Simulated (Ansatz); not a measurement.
System: Sb₂O₃ (Pccn, No. 56). Method: HSE06 in Ansatz (PAW).

Numerical settings: plane-wave cutoff 500 eV, 4×2×4 k mesh (along the axes of the cell as run), gaussian smearing 0.02 eV, scalar-relativistic PAW data made under PBE.

Cell (relaxed with r²SCAN):

```xyz
20
Lattice="5.0287 0.0000 0.0000 0.0000 12.5194 0.0000 0.0000 0.0000 5.4376" Properties=species:S:1:pos:R:3 pbc="T T T"
Sb     4.7950    10.9243     0.9713
Sb     0.2337     1.5951     4.4664
Sb     2.7480     7.8548     0.9713
Sb     2.2807     4.6646     4.4664
Sb     2.2807     1.5951     1.7476
Sb     2.7480    10.9243     3.6901
Sb     0.2337     4.6646     1.7476
Sb     4.7950     7.8548     3.6901
O      3.7715     9.3896     0.1345
O      1.2572     3.1299     5.3032
O      1.2572     3.1299     2.5843
O      3.7715     9.3896     2.8533
O      4.2644    11.7784     4.6586
O      0.7643     0.7410     0.7790
O      3.2786     7.0007     4.6586
O      1.7501     5.5187     0.7790
O      1.7501     0.7410     3.4978
O      3.2786    11.7784     1.9398
O      0.7643     5.5187     3.4978
O      4.2644     7.0007     1.9398
```

### Question
Predict the band gap.

### Answer

band gap: 3.19 eV (on the SCF k mesh)

Note: cell and atoms aren't relaxed at this level (largest force component 0.34 eV/Å, pressure -0.8 GPa).

Spin–orbit coupling is not included.

Ansatz is a program for electronic structure.
